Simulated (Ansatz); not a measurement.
Ideal-gas functions of C₃H₄ClN, SMILES `CN=C=CCl` at 400 K and 1 bar, from an Ansatz frequency run at PBE0-D4/def2-TZVP.

Molar mass 89.52 g/mol, point group C1 (symmetry number 1), electronic degeneracy 1, moments of inertia 29.389, 309.438, 323.449 u Å². Harmonic wavenumbers (cm⁻¹, unscaled): 120, 138, 212, 284, 544, 596, 658, 804, 934, 1126, 1138, 1195, 1385, 1435, 1479, 1490, 2165, 3043, 3130, 3137, 3244.

Use S(trans) = R[1.5 ln M + 2.5 ln T − 1.1517]; rotational temperatures θ = 24.2544 K / I; S(rot) = R[ln(√π/σ · √(T³/θAθBθC)) + 1.5]; for each mode x = 1.438777 ν̃/T, S = R[x/(eˣ − 1) − ln(1 − e⁻ˣ)] and H = RT x/(eˣ − 1); 1 cm⁻¹ = 0.0119627 kJ/mol; R = 8.31446 J/(mol·K).

Task: By hand: the entropy, in J/(mol·K).

Result: Translation 171.0. Rotation: θ = 0.8253, 0.0784, 0.075 K, giving 114.1. Vibration, mode by mode: 15.36, 14.22, 10.77, 8.49, 3.94, 3.40, 2.86, 1.89, 1.30, 0.74, 0.72, 0.61, 0.34, 0.30, 0.26, 0.25, 0.03, 0.00, 0.00, 0.00, 0.00, in all 65.5. Electronic 0.0. Sum 350.6 J/(mol·K).

Task: By hand: H − E and G − E in kJ/mol, counted from the electronic energy.

Result: Zero-point energy ½ × 28257 × 0.0119627 = 169.0; thermal vibration 14.2; translation, rotation and pV give 4 RT = 13.3. H − E = 196.5 kJ/mol, and G − E = 196.5 − 400 × 350.6/1000 = 56.3 kJ/mol.

Vibration gives 19 % of the entropy, 29.6 J/(mol·K) of it from the modes under 150 cm⁻¹: soft modes count most, and the harmonic formula is weakest for them. The sum counts one conformer and one mirror image; others add a mixing term.
